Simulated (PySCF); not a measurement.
Molecule: 1,4-cyclohexadiene (SMILES C1C=CCC=C1).

Numbering as in the mapped SMILES `[CH:1]1=[CH:2][CH2:3][CH:4]=[CH:5][CH2:6]1`. Hydrogens are named by the atom that carries them.

Geometry PBE0-D3(BJ)/def2-SVP throughout; GIAO in PySCF 2.14, gas phase, one conformer, non-relativistic; equivalent atoms averaged; basis pcSseg-1.

For orientation, BLYP gives these absolute shieldings σ: C1/C2/C4/C5 43.6, C3/C6 142.5, H(C1)/H(C2)/H(C4)/H(C5) 25.71, H(C3)/H(C6) 28.44 ppm.

A run gave: C1/C2/C4/C5 49.2, C3/C6 148.1, H(C1)/H(C2)/H(C4)/H(C5) 25.45, H(C3)/H(C6) 28.28 ppm (absolute shieldings σ).

Which functional was used in that run?
A. KT2
B. B3LYP
C. HF
D. PBE

Answers

D. C1/C2/C4/C5 tells them apart best: PBE gives 49.2, KT2 gives 59.9, HF gives 58.0, B3LYP gives 46.2 ppm.
